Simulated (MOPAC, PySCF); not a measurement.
H4Si, SMILES `[SiH4]`, neutral singlet in the gas phase. 

Cartesian coordinates (Å):
```xyz
5

Si     0.0000     0.0000     0.0000
H     -0.3340    -0.9979    -1.0593
H     -0.7029     1.2855    -0.2878
H      1.4749     0.2322     0.0177
H     -0.4380    -0.5199     1.3294
```
Charge 0, spin multiplicity 1.

All levels are single points at this geometry (PBE-D3(BJ)/def2-TZVP); Pople sets use spherical d functions. Orbital energies aren't observables, and empty levels follow the basis.

| level | HOMO (eV) | LUMO (eV) | gap (eV) | dipole (D) | vertical IE, Delta-SCF (eV) |
|---|---|---|---|---|---|
| PBE-D3(BJ)/def2-TZVP in PySCF | -8.49 | 0.21 | 8.71 | 0.00 | – |
| B3LYP/LANL2DZ in PySCF | -9.77 | 1.69 | 11.46 | 0.00 | – |
| HF/STO-3G in PySCF | -11.38 | 13.83 | 25.21 | 0.00 | – |
| AM1 in MOPAC | -12.27 | 1.56 | 13.83 | 0.00 | – |
| PM3 in MOPAC | -11.78 | 0.61 | 12.39 | 0.00 | – |
| PM7 in MOPAC | -12.42 | 2.44 | 14.86 | 0.00 | – |
